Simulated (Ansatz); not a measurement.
## Worked example: correlation energy of HAl–C–O⁺, doublet

Geometry: that of the HAl–C–O, singlet, kept fixed.

```tsv
atom	x (Å)	y (Å)	z (Å)
Al	0.0000	-0.1131	1.4061
C	0.0000	0.1892	-0.7758
O	0.0000	-0.0475	-1.8811
H	0.0000	1.5270	1.4628
```

Basis cc-pVDZ; Ansatz 0.2.0. Only valence electrons are correlated (noble-gas cores frozen), which leaves 13 electrons in 44 orbitals. Prefix R: restricted or restricted open-shell reference; prefix U: unrestricted.

Full CI isn't at hand for all of this; UCCSDT(Q) serves as the reference, and is uncertain by about the last step of the cluster series.

Runs differ by some tens of microhartree through their thresholds and, for an open shell, their frozen cores, so steps under 0.03 kcal/mol mean nothing.

```
    level  total energy (hartree)
      UHF             -354.942044
     UMP2             -355.274944
    UCCSD             -355.290284
 UCCSD(T)             -355.303576
   UCCSDT             -355.304355
UCCSDT(Q)             -355.305794
```

Q: What is the correlation energy at UCCSDT(Q), and what share of it do UMP2 and UCCSD(T) recover?

A: E(corr) = -355.305794 − (-354.942044) = -0.363750 hartree = -9.898 eV. UMP2: -0.332900 / -0.363750 = 91.52 %. UCCSD(T): -0.361532 / -0.363750 = 99.39 %.

Q: By how many kcal/mol does UCCSD(T) miss UCCSDT(Q) (1 hartree = 627.509 kcal/mol), and which steps make up the rest?

A: -355.303576 − (-355.305794) = 0.002218 hartree = 1.39 kcal/mol. Steps: UCCSDT − UCCSD(T) = -0.49, UCCSDT(Q) − UCCSDT = -0.90 kcal/mol. Differences between like states or geometries often cancel part of this.
